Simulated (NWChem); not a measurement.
A series in which one site is exchanged, each optimised at PBE0/def2-SVP with NWChem, gas phase unless a solvent is named. Some are not confirmed as minima by frequencies. def2 effective core potentials on Sb; no spin-orbit coupling.

A: [F][Sb]([F])[F] (SbF₃; site = Sb)
B: [F][Ga]([F])[F] (GaF₃; site = Ga)
C: F[As](F)F (AsF$_{3}$; site = As)
D: FB(F)F (BF$_{3}$; site = B)

Values for A:

```
Item                                                Result
--------------------------------------------------  ------
dipole (D), PBE0/def2-SVP                             3.93
orbital gap (eV), PBE0/def2-SVP                       8.07
static polarisability, PBE/def2-SVPD (bohr³)          39.0
lowest singlet excitation, PBE/def2-SVPD, TDA (eV)    6.68
```

Q: How do these values change for the other members?

A: 
```json
[
 {"change from A": "dipole (D), PBE0/def2-SVP", "B": "-3.93", "C": "-1.41", "D": "-3.92"},
 {"change from A": "orbital gap (eV), PBE0/def2-SVP", "B": "+1.15", "C": "+0.92", "D": "+4.90"},
 {"change from A": "static polarisability, PBE/def2-SVPD (bohr³)", "B": "-12.7", "C": "-7.8", "D": "-22.1"},
 {"change from A": "lowest singlet excitation, PBE/def2-SVPD, TDA (eV)", "B": "-0.33", "C": "+0.86", "D": "+2.86"}
]
```
